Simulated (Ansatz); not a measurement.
# CH7PSi: rigid torsion scan from a Python script

Aim: a rigid torsion scan, for CH7PSi, run from a script.

Program: Ansatz 0.2.0 through its Python package. Level of theory: PBE0/def2-SVP. These are calculated values, not measurements.

### 1 The system

Bond lengths: C1–Si2 1.782 Å, Si2–P3 2.195 Å, C1–H4 1.067 Å, C1–H5 1.102 Å, C1–H6 1.151 Å, Si2–H7 1.493 Å, Si2–H8 1.442 Å, P3–H9 1.435 Å, P3–H10 1.414 Å. Angles (14 of 15 angles, heavy atoms first): C1–Si2–P3 109.0°, C1–Si2–H7 110.4°, C1–Si2–H8 112.7°, P3–Si2–H7 107.0°, P3–Si2–H8 107.6°, Si2–C1–H4 113.6°, Si2–C1–H5 115.9°, Si2–C1–H6 113.5°, Si2–P3–H9 99.3°, Si2–P3–H10 99.1°, H7–Si2–H8 109.9°, H4–C1–H5 102.8°, H4–C1–H6 105.3°, H5–C1–H6 104.5°.

The script holds or builds the structure itself.

### 2 The code

File torsion.py:

```python
# -*- coding: utf-8 -*-
'''Rigid torsion scan of CH7PSi.'''

import ansatz
from ase import Atoms

atoms = Atoms(['C', 'Si', 'P', 'H', 'H', 'H', 'H', 'H', 'H', 'H'], positions=[
    (-0.98, 0.6279, -0.8725),
    (-0.197, -0.6451, 0.0974),
    (1.2218, 0.2876, 1.4886),
    (-1.6697, 0.2511, -1.5945),
    (-0.3064, 1.2522, -1.4814),
    (-1.5804, 1.3812, -0.2422),
    (0.5911, -1.5594, -0.782),
    (-1.1379, -1.4078, 0.8799),
    (1.9097, -0.8875, 1.9422),
    (2.2317, 0.6485, 0.5676),
])

# relax first, so that the scan starts from a minimum
first = ansatz.Crystal.molecule_from_ase(atoms).calculation()
first = first.basis(gaussian='def2-SVP')
first = first.functional('PBE0')
first = first.relax(force_tolerance=0.02, max_steps=80)
atoms.positions = first.run(threads=1).report['positions_ang']

start = atoms.get_dihedral(0, 1, 2, 8)
energies = {}
for turn in range(0, 360, 40):
    turned = atoms.copy()
    turned.set_dihedral(0, 1, 2, 8, start + turn, indices=[2, 8, 9])
    calc = ansatz.Crystal.molecule_from_ase(turned).calculation().basis(gaussian='def2-SVP').functional('PBE0')
    energies[round((start + turn) % 360)] = calc.run(threads=1).report['free_energy_ev']
floor = min(energies.values())
print('dihedral C0-Si1-P2-H8 (deg)   E - E(min) (eV)')
for angle, e in sorted(energies.items()):
    print(f'{angle:8d} {(e - floor):14.3f}  ' + '#' * int(30 * (e - floor) / max(max(energies.values()) - floor, 1e-9)))
```

### 3 The input behind the calls

The engine receives this input (first run):

```yaml
crystal:
  periodic: [false, false, false]
  atoms:
    - { symbol: C, position_ang: [-0.98, 0.6279, -0.8725] }
    - { symbol: Si, position_ang: [-0.197, -0.6451, 0.0974] }
    - { symbol: P, position_ang: [1.2218, 0.2876, 1.4886] }
    - { symbol: H, position_ang: [-1.6697, 0.2511, -1.5945] }
    - { symbol: H, position_ang: [-0.3064, 1.2522, -1.4814] }
    - { symbol: H, position_ang: [-1.5804, 1.3812, -0.2422] }
    - { symbol: H, position_ang: [0.5911, -1.5594, -0.782] }
    - { symbol: H, position_ang: [-1.1379, -1.4078, 0.8799] }
    - { symbol: H, position_ang: [1.9097, -0.8875, 1.9422] }
    - { symbol: H, position_ang: [2.2317, 0.6485, 0.5676] }
basis:
  gaussian:
    orbitals: def2-SVP
hamiltonian:
  xc: pbe0
relax:
  f_tol: 0.02
  max_steps: 80
```

### 4 Running it

Run with:

```bash
$ python torsion.py
```

Standard output:

```text
dihedral C0-Si1-P2-H8 (deg)   E - E(min) (eV)
      30          0.078  ##############################
      70          0.031  ############
     110          0.060  #######################
     150          0.048  ##################
     190          0.000
     230          0.051  ###################
     270          0.069  ##########################
     310          0.028  ##########
     350          0.064  ########################
```

Wall time 30 s (1 thread of Arm Neoverse V2, shared host); peak memory 0.24 GiB.

Lines on the test bed's own set-up are left out of the output.

A comment line of the script is reworded here; the code is as run.

### 5 How the relaxation of run 0 went

Relaxation path:

```
step  energy from step 1 (eV)  largest force component (eV/Å)
   1                   0.0000                          3.2664
   2                  -0.2265                          1.3808
   3                  -0.2981                          0.3291
   4                  -0.3029                          0.1262
   5                  -0.3050                          0.0163
```

Step 1 is the start.

Before: Bond lengths: C1–Si2 1.782 Å, Si2–P3 2.195 Å, C1–H4 1.067 Å, C1–H5 1.102 Å, C1–H6 1.151 Å, Si2–H7 1.493 Å, Si2–H8 1.442 Å, P3–H9 1.435 Å, P3–H10 1.414 Å. Angles (14 of 15 angles, heavy atoms first): C1–Si2–P3 109.0°, C1–Si2–H7 110.4°, C1–Si2–H8 112.7°, P3–Si2–H7 107.0°, P3–Si2–H8 107.6°, Si2–C1–H4 113.6°, Si2–C1–H5 115.9°, Si2–C1–H6 113.5°, Si2–P3–H9 99.3°, Si2–P3–H10 99.1°, H7–Si2–H8 109.9°, H4–C1–H5 102.8°, H4–C1–H6 105.3°, H5–C1–H6 104.5°.

After: Bond lengths: C1–Si2 1.881 Å, Si2–P3 2.271 Å, C1–H4 1.101 Å, C1–H5 1.101 Å, C1–H6 1.100 Å, Si2–H7 1.497 Å, Si2–H8 1.496 Å, P3–H9 1.429 Å, P3–H10 1.430 Å. Angles (14 of 15 angles, heavy atoms first): C1–Si2–P3 109.1°, C1–Si2–H7 110.2°, C1–Si2–H8 110.3°, P3–Si2–H7 112.6°, P3–Si2–H8 106.6°, Si2–C1–H4 110.6°, Si2–C1–H5 111.0°, Si2–C1–H6 110.7°, Si2–P3–H9 94.4°, Si2–P3–H10 94.2°, H7–Si2–H8 108.0°, H4–C1–H5 108.0°, H4–C1–H6 108.3°, H5–C1–H6 108.1°.

Run 0 is this relaxation; the runs after it count from 1.

### 6 What each run gave

The 9 runs, in the order started:

```csv
run,turn (°),energy from run 1 (eV),SCF cycles,CPU time (s)
1,0,0.0000,15,1.7
2,40,0.0509,15,1.7
3,80,0.0691,15,1.7
4,120,0.0278,15,1.7
5,160,0.0643,14,1.6
6,200,0.0779,15,1.7
7,240,0.0312,15,1.7
8,280,0.0597,15,1.7
9,320,0.0483,15,1.7
```

### 7 Summary of results

| quantity | value |
| --- | --- |
| runs compared | 9 |
| range of energy | 0.078 eV |
| lowest point, turn (°) | 0 |

The lowest point lies at a turn of 0°, the highest 0.078 eV (7.5 kJ/mol) above it at 200°. The grid can miss the true lowest and highest points, and the rest of the molecule is held rigid. Run 0: The relaxation took 4 moves; the largest shift is 0.105 Å, of atom 3 (P). The scan is rigid and the energies are electronic, in a modest basis. With rigid groups the curve can differ much from the relaxed path, the start wasn't checked as a minimum of this torsion, and equivalent turns needn't return to the same energy.
